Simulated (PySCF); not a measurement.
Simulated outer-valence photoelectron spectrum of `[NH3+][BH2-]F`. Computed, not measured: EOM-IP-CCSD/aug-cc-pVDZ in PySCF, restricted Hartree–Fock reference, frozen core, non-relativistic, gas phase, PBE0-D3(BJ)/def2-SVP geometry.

Each root has a Gaussian of 0.4 eV full width with its one-hole share as area; cross sections and vibrations are left out, and the highest printed point is 100.

| ionisation energy (eV) | intensity |
| --- | --- |
| 10.0 | 3 |
| 10.2 | 25 |
| 10.4 | 57 |
| 10.6 | 32 |
| 10.8 | 5 |
| 11.0 | 0 |
| 11.2 | 0 |
| 11.4 | 1 |
| 11.6 | 16 |
| 11.8 | 52 |
| 12.0 | 43 |
| 12.2 | 9 |
| 12.4 | 0 |
| 12.6 | 0 |
| 12.8 | 0 |
| 13.0 | 0 |
| 13.2 | 0 |
| 13.4 | 0 |
| 13.6 | 0 |
| 13.8 | 3 |
| 14.0 | 26 |
| 14.2 | 75 |
| 14.4 | 87 |
| 14.6 | 44 |
| 14.8 | 7 |
| 15.0 | 7 |
| 15.2 | 39 |
| 15.4 | 54 |
| 15.6 | 19 |
| 15.8 | 2 |
| 16.0 | 0 |
| 16.2 | 0 |
| 16.4 | 0 |
| 16.6 | 0 |
| 16.8 | 0 |
| 17.0 | 0 |
| 17.2 | 0 |
| 17.4 | 0 |
| 17.6 | 0 |
| 17.8 | 0 |
| 18.0 | 7 |
| 18.2 | 38 |
| 18.4 | 54 |
| 18.6 | 40 |
| 18.8 | 93 |
| 19.0 | 100 |
| 19.2 | 28 |
| 19.4 | 2 |

Where are the maxima, and how many lines lie under the curve?

6 maxima, at 10.4, 11.9, 14.3, 15.3, 18.4 and 18.9 eV, from 8 lines. At this width some lines have no maximum of their own.

List the lines with their holes.

| E (eV) | leading hole (HF orbital) | area | Koopmans (eV) |
| --- | --- | --- | --- |
| 10.42 | HOMO | 0.96 | 11.16 |
| 11.87 | HOMO-1 | 0.95 | 13.04 |
| 14.22 | HOMO-2 | 0.95 | 16.08 |
| 14.45 | HOMO-3 | 0.94 | 16.66 |
| 15.35 | HOMO-4 | 0.95 | 17.23 |
| 18.35 | HOMO-7 | 0.92 | 20.28 |
| 18.89 | HOMO-5 | 0.96 | 19.93 |
| 18.94 | HOMO-6 | 0.96 | 19.97 |

The widest gap, 3.00 eV, lies between 15.35 and 18.35 eV. Only orbitals with −ε under 21 eV, eight at most, were ionised, so the high end of the curve may lack lines.
